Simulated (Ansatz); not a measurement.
Geometry optimisation, Ansatz, RKS PBE0-D4/def2-SVP.

Input:

```yaml
crystal:
  periodic: [false, false, false]
  atoms:
    - { symbol: Al, position_ang: [0.0, 0.0, 0.0] }
    - { symbol: H, position_ang: [0.0, 0.0, 1.56] }
    - { symbol: "N", position_ang: [1.6627, 0.0, -0.96] }
    - { symbol: H, position_ang: [2.1293, -0.9179, -1.2118] }
    - { symbol: H, position_ang: [2.1141, 0.9179, -1.2382] }
    - { symbol: O, position_ang: [-1.5415, 0.0, -0.89] }
    - { symbol: H, position_ang: [-2.0512, -0.8467, -0.6815] }
basis:
  gaussian: { orbitals: def2-SVP }
hamiltonian:
  xc: pbe0
  dispersion: d4
relax:
  f_tol: 0.02
  max_steps: 40
output:
  orbitals: {}
```

Command:

```bash
$ ansatz run input.yaml --threads 1 --pin off --max-ram 2048MiB --backend cpu --events-out ev --progress --plain --runs-dir out
```

Problem. Where does it end, and by what steps?

Solution. It converged. After 9 steps the energy has fallen by 0.996 eV; H4 moved furthest, 1.00 Å.

```
step  energy less start (eV)  largest force component (eV/Å)  accepted
   0                  0.0000                           2.182       yes
   1                 -0.3401                           2.181       yes
   2                 -0.4000                           2.664       yes
   3                 -0.6794                           0.301       yes
   4                 -0.7579                           0.481       yes
   5                 -0.8480                           0.577       yes
   6                 -0.9315                           0.392       yes
   7                 -0.9854                           0.180       yes
   8                 -0.9958                           0.107       yes
   9                 -0.9964                           0.020       yes
```

```xyz
7
Properties=species:S:1:pos:R:3
Al 0.052 -0.029 -0.056
H -0.044 0.493 1.436
N 1.587 0.021 -0.927
H 1.725 -0.292 -1.881
H 2.457 0.371 -0.544
O -1.289 -0.660 -0.901
H -2.174 -0.750 -0.548
```

Time of the run: 21 s on 1 thread of Arm Neoverse V1, with other jobs on the host, peak memory 0.13 GiB.
